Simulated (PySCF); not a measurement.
Consider 1,3-pentadiyne, `C#CC#CC` (C5H4). Non-hydrogen atoms are numbered in `[CH:1]#[C:2][C:3]#[C:4][CH3:5]`.

Level of theory: ωB97X-D3(BJ)/ma-def2-TZVP single points in PySCF, grid level 2; every species was optimised with PBE0-D3(BJ)/def2-SVP. ωB97X-D3(BJ) is ωB97X-V with D3(BJ) in place of VV10. Zero-point and thermal terms (298.15 K, 1 bar) come from unscaled PBE0-D3(BJ)/def2-SVP harmonic frequencies, with soft modes damped to free rotors in the entropy.

**Question.** What are the vertical and the adiabatic ionisation energy for forming the radical cation?

**Answer.** 9.37 eV vertical and 9.23 eV adiabatic, the latter with zero-point energy.

**Question.** Where does the unpaired spin of the relaxed radical cation sit?

**Answer.** C1 (alkyne carbon) 0.47, C4 (alkyne carbon) 0.35, C3 (alkyne carbon) 0.15 (intrinsic atomic orbital populations).

**Question.** What oxidation potential follows in acetonitrile (IEF-PCM), given that Fc+/Fc comes at 4.54 V absolute with this functional and basis?

**Answer.** In the gas phase ΔG of oxidation is 9.170 eV, and solvation is -17.9 kJ/mol for the parent and -224.9 kJ/mol for the product, so the absolute potential is 7.02 V, or 2.48 V against Fc+/Fc. Fc+/Fc in acetonitrile, 4.54 V, is ωB97X-D3(BJ)/ma-def2-TZVP on PBE0-D3(BJ)/def2-SVP structures with GFN2-xTB thermal terms. Benchmark calculations put it near 5.0 V in acetonitrile and DMSO, so it is about 0.5 V low, and the value against it can read up to that much too high. The solvent is electrostatics only, on gas-phase structures; the absolute scale refers to an electron at rest in vacuum.

**Question.** How far is −ε(HOMO) from the vertical value by ΔSCF?

**Answer.** −ε(HOMO) = 9.41 eV, which is 0.05 eV above the ΔSCF value.

Differences come from unrounded values, so a last digit can differ from that of the printed terms.
